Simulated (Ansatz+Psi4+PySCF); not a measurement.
doublet SO₂(+): levels of theory in one basis

```xyz
3

S     0.0000    0.0000    0.0000
O     0.0000    1.3196    0.6153
O     0.0000   -1.2906    0.6018
```

Basis set: cc-pVTZ on O; cc-pV(T+d)Z on S (spherical functions). Correlated methods keep 7 orbitals frozen. Correlation on ROHF uses semicanonical orbitals with singles. Charge 1, multiplicity 2.

Computed with Ansatz (development build ahead of 0.2.0); each method stands on the lowest determinant of its kind that the runs found.

```csv
method,E − E(ROHF) (eV),<S²> of the determinant
ROHF,0.00,0.75
UHF,-0.31,0.98
ROHF-MP2,-16.70,–
UHF-MP2,-16.37,0.98
ROHF-CCSD,-17.33,–
UHF-CCSD,-17.32,0.98
ROHF-CCSD(T),-18.37,–
UHF-CCSD(T),-18.33,0.98
```

Caution for UHF, UHF-MP2, UHF-CCSD, UHF-CCSD(T): the unrestricted determinant is spin contaminated. Caution for ROHF-MP2, UHF-MP2, ROHF-CCSD, UHF-CCSD, ROHF-CCSD(T), UHF-CCSD(T): large amplitudes, a single reference is doubtful. Caution for ROHF-MP2, UHF-MP2: MP2 on this radical cation hangs on the determinant chosen. Caution for ROHF-MP2, UHF-MP2, ROHF-CCSD(T), UHF-CCSD(T): another reference gives a lower total.
